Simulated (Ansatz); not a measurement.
Harmonic vibrations of `COC(=O)O` by finite differences.

```yaml
crystal:
  periodic: [false, false, false]
  atoms:
    - {symbol: C, position_ang: [-0.358082, -0.564408, -1.217397]}
    - {symbol: O, position_ang: [0.035471, 0.582964, -0.470695]}
    - {symbol: C, position_ang: [0.254043, 0.355527, 0.814938]}
    - {symbol: O, position_ang: [0.150822, -0.699722, 1.379118]}
    - {symbol: O, position_ang: [0.612956, 1.504049, 1.393760]}
    - {symbol: H, position_ang: [-0.499308, -0.215185, -2.237403]}
    - {symbol: H, position_ang: [0.417376, -1.330221, -1.180177]}
    - {symbol: H, position_ang: [-1.287057, -0.977856, -0.823428]}
    - {symbol: H, position_ang: [0.762279, 1.298553, 2.324184]}
basis:
  gaussian: {orbitals: def2-TZVP}
hamiltonian: {xc: pbe0, dispersion: d4}
phonons: {temperatures: {t_min: 298.15, t_max: 900, t_step: 200}}
```

```sh
$ ansatz run in.yaml --threads 4 --pin off --events-out ev --progress --plain --max-ram 10444MiB
```

It prints (some lines left out):

```
Functional definition: PBE0
mean field -8275.23276253 eV, -304.1091948686 hartree, gradient 1.1e-5 eV, S^2 0.000000; 0 other end points of the search recorded, 0 dependent functions left out
mean field -8275.23257972 eV, -304.1091881508 hartree, gradient 2.2e-6 eV, S^2 0.000000; 0 other end points of the search recorded, 0 dependent functions left out
mean field -8275.23259212 eV, -304.1091886063 hartree, gradient 2.1e-6 eV, S^2 0.000000; 0 other end points of the search recorded, 0 dependent functions left out
mean field -8275.23259226 eV, -304.1091886116 hartree, gradient 2.2e-6 eV, S^2 0.000000; 0 other end points of the search recorded, 0 dependent functions left out
mean field -8275.23262187 eV, -304.1091896996 hartree, gradient 2.1e-6 eV, S^2 0.000000; 0 other end points of the search recorded, 0 dependent functions left out
mean field -8275.23256548 eV, -304.1091876272 hartree, gradient 2.2e-6 eV, S^2 0.000000; 0 other end points of the search recorded, 0 dependent functions left out
mean field -8275.23260160 eV, -304.1091889547 hartree, gradient 2.0e-6 eV, S^2 0.000000; 0 other end points of the search recorded, 0 dependent functions left out
mean field -8275.23272693 eV, -304.1091935605 hartree, gradient 2.1e-6 eV, S^2 0.000000; 0 other end points of the search recorded, 0 dependent functions left out
mean field -8275.23272817 eV, -304.1091936061 hartree, gradient 2.2e-6 eV, S^2 0.000000; 0 other end points of the search recorded, 0 dependent functions left out
mean field -8275.23264983 eV, -304.1091907270 hartree, gradient 2.0e-6 eV, S^2 0.000000; 0 other end points of the search recorded, 0 dependent functions left out
mean field -8275.23264883 eV, -304.1091906903 hartree, gradient 2.2e-6 eV, S^2 0.000000; 0 other end points of the search recorded, 0 dependent functions left out
mean field -8275.23259113 eV, -304.1091885700 hartree, gradient 2.0e-6 eV, S^2 0.000000; 0 other end points of the search recorded, 0 dependent functions left out
mean field -8275.23259745 eV, -304.1091888020 hartree, gradient 2.2e-6 eV, S^2 0.000000; 0 other end points of the search recorded, 0 dependent functions left out
mean field -8275.23267719 eV, -304.1091917327 hartree, gradient 2.1e-6 eV, S^2 0.000000; 0 other end points of the search recorded, 0 dependent functions left out
mean field -8275.23267839 eV, -304.1091917767 hartree, gradient 2.1e-6 eV, S^2 0.000000; 0 other end points of the search recorded, 0 dependent functions left out
mean field -8275.23248480 eV, -304.1091846624 hartree, gradient 2.1e-6 eV, S^2 0.000000; 0 other end points of the search recorded, 0 dependent functions left out
mean field -8275.23245861 eV, -304.1091837000 hartree, gradient 2.0e-6 eV, S^2 0.000000; 0 other end points of the search recorded, 0 dependent functions left out
mean field -8275.23252855 eV, -304.1091862701 hartree, gradient 2.1e-6 eV, S^2 0.000000; 0 other end points of the search recorded, 0 dependent functions left out
mean field -8275.23253433 eV, -304.1091864825 hartree, gradient 2.1e-6 eV, S^2 0.000000; 0 other end points of the search recorded, 0 dependent functions left out
mean field -8275.23274895 eV, -304.1091943698 hartree, gradient 2.1e-6 eV, S^2 0.000000; 0 other end points of the search recorded, 0 dependent functions left out
mean field -8275.23274500 eV, -304.1091942247 hartree, gradient 2.1e-6 eV, S^2 0.000000; 0 other end points of the search recorded, 0 dependent functions left out
mean field -8275.23254053 eV, -304.1091867106 hartree, gradient 2.0e-6 eV, S^2 0.000000; 0 other end points of the search recorded, 0 dependent functions left out
mean field -8275.23256278 eV, -304.1091875280 hartree, gradient 2.1e-6 eV, S^2 0.000000; 0 other end points of the search recorded, 0 dependent functions left out
mean field -8275.23269322 eV, -304.1091923216 hartree, gradient 2.0e-6 eV, S^2 0.000000; 0 other end points of the search recorded, 0 dependent functions left out
mean field -8275.23266477 eV, -304.1091912763 hartree, gradient 2.2e-6 eV, S^2 0.000000; 0 other end points of the search recorded, 0 dependent functions left out
mean field -8275.23274541 eV, -304.1091942396 hartree, gradient 2.1e-6 eV, S^2 0.000000; 0 other end points of the search recorded, 0 dependent functions left out
mean field -8275.23273102 eV, -304.1091937108 hartree, gradient 2.1e-6 eV, S^2 0.000000; 0 other end points of the search recorded, 0 dependent functions left out
mean field -8275.23265249 eV, -304.1091908247 hartree, gradient 2.2e-6 eV, S^2 0.000000; 0 other end points of the search recorded, 0 dependent functions left out
mean field -8275.23262162 eV, -304.1091896905 hartree, gradient 2.1e-6 eV, S^2 0.000000; 0 other end points of the search recorded, 0 dependent functions left out
mean field -8275.23257917 eV, -304.1091881306 hartree, gradient 2.2e-6 eV, S^2 0.000000; 0 other end points of the search recorded, 0 dependent functions left out
mean field -8275.23254318 eV, -304.1091868079 hartree, gradient 2.1e-6 eV, S^2 0.000000; 0 other end points of the search recorded, 0 dependent functions left out
mean field -8275.23274595 eV, -304.1091942595 hartree, gradient 2.1e-6 eV, S^2 0.000000; 0 other end points of the search recorded, 0 dependent functions left out
mean field -8275.23274724 eV, -304.1091943069 hartree, gradient 2.1e-6 eV, S^2 0.000000; 0 other end points of the search recorded, 0 dependent functions left out
mean field -8275.23273566 eV, -304.1091938815 hartree, gradient 2.1e-6 eV, S^2 0.000000; 0 other end points of the search recorded, 0 dependent functions left out
mean field -8275.23273421 eV, -304.1091938280 hartree, gradient 2.1e-6 eV, S^2 0.000000; 0 other end points of the search recorded, 0 dependent functions left out
mean field -8275.23265954 eV, -304.1091910841 hartree, gradient 2.1e-6 eV, S^2 0.000000; 0 other end points of the search recorded, 0 dependent functions left out
mean field -8275.23267263 eV, -304.1091915649 hartree, gradient 2.1e-6 eV, S^2 0.000000; 0 other end points of the search recorded, 0 dependent functions left out
mean field -8275.23270150 eV, -304.1091926258 hartree, gradient 2.1e-6 eV, S^2 0.000000; 0 other end points of the search recorded, 0 dependent functions left out
mean field -8275.23269950 eV, -304.1091925523 hartree, gradient 2.1e-6 eV, S^2 0.000000; 0 other end points of the search recorded, 0 dependent functions left out
mean field -8275.23270049 eV, -304.1091925888 hartree, gradient 2.1e-6 eV, S^2 0.000000; 0 other end points of the search recorded, 0 dependent functions left out
mean field -8275.23270537 eV, -304.1091927680 hartree, gradient 2.1e-6 eV, S^2 0.000000; 0 other end points of the search recorded, 0 dependent functions left out
mean field -8275.23274475 eV, -304.1091942153 hartree, gradient 2.1e-6 eV, S^2 0.000000; 0 other end points of the search recorded, 0 dependent functions left out
mean field -8275.23274986 eV, -304.1091944033 hartree, gradient 2.1e-6 eV, S^2 0.000000; 0 other end points of the search recorded, 0 dependent functions left out
mean field -8275.23267925 eV, -304.1091918082 hartree, gradient 2.1e-6 eV, S^2 0.000000; 0 other end points of the search recorded, 0 dependent functions left out
mean field -8275.23268587 eV, -304.1091920517 hartree, gradient 2.1e-6 eV, S^2 0.000000; 0 other end points of the search recorded, 0 dependent functions left out
mean field -8275.23273257 eV, -304.1091937678 hartree, gradient 2.1e-6 eV, S^2 0.000000; 0 other end points of the search recorded, 0 dependent functions left out
mean field -8275.23273482 eV, -304.1091938506 hartree, gradient 2.1e-6 eV, S^2 0.000000; 0 other end points of the search recorded, 0 dependent functions left out
mean field -8275.23273211 eV, -304.1091937509 hartree, gradient 2.1e-6 eV, S^2 0.000000; 0 other end points of the search recorded, 0 dependent functions left out
mean field -8275.23273679 eV, -304.1091939230 hartree, gradient 2.1e-6 eV, S^2 0.000000; 0 other end points of the search recorded, 0 dependent functions left out
mean field -8275.23275553 eV, -304.1091946113 hartree, gradient 2.1e-6 eV, S^2 0.000000; 0 other end points of the search recorded, 0 dependent functions left out
mean field -8275.23275308 eV, -304.1091945214 hartree, gradient 2.1e-6 eV, S^2 0.000000; 0 other end points of the search recorded, 0 dependent functions left out
mean field -8275.23274197 eV, -304.1091941134 hartree, gradient 2.1e-6 eV, S^2 0.000000; 0 other end points of the search recorded, 0 dependent functions left out
mean field -8275.23274254 eV, -304.1091941342 hartree, gradient 2.1e-6 eV, S^2 0.000000; 0 other end points of the search recorded, 0 dependent functions left out
mean field -8275.23261366 eV, -304.1091893978 hartree, gradient 2.1e-6 eV, S^2 0.000000; 0 other end points of the search recorded, 0 dependent functions left out
mean field -8275.23260695 eV, -304.1091891514 hartree, gradient 2.1e-6 eV, S^2 0.000000; 0 other end points of the search recorded, 0 dependent functions left out
Total energy: -8275.34384737 eV, -304.1132771615 hartree
Atom 0 at    -0.358082    -0.564408    -1.217397 Å, force    -0.000428    -0.001878    -0.001220 eV/Å
Atom 1 at     0.035471     0.582964    -0.470695 Å, force     0.000068    -0.000501     0.001175 eV/Å
Atom 2 at     0.254043     0.355527     0.814938 Å, force    -0.000819     0.003981    -0.003171 eV/Å
Atom 3 at     0.150822    -0.699722     1.379118 Å, force     0.000289    -0.001500     0.000725 eV/Å
Atom 4 at     0.612956     1.504049     1.393760 Å, force     0.000538     0.000460     0.001824 eV/Å
Atom 5 at    -0.499308    -0.215185    -2.237403 Å, force     0.000243     0.000438    -0.000138 eV/Å
Atom 6 at     0.417376    -1.330221    -1.180177 Å, force     0.000330    -0.000189     0.000485 eV/Å
Atom 7 at    -1.287057    -0.977856    -0.823428 Å, force    -0.000348     0.000095     0.000389 eV/Å
Atom 8 at     0.762279     1.298553     2.324184 Å, force     0.000128    -0.000906    -0.000069 eV/Å
Dipole moment:    -0.022169     0.018154    -0.124805 e Å
Vibrations: 123.36 179.10 298.32 533.58 558.15 676.65 816.58 935.31 1132.02 1182.44 1223.20 1229.31 1419.44 1480.86 1488.64 1496.36 1849.07 3070.62 3150.24 3183.39 3839.56 cm⁻¹, zero-point energy 1.851469 eV
```

Hardware: 4 threads of an AMD EPYC 9R14 on a shared host. Wall time 49 s, peak host memory 0.42 GiB.
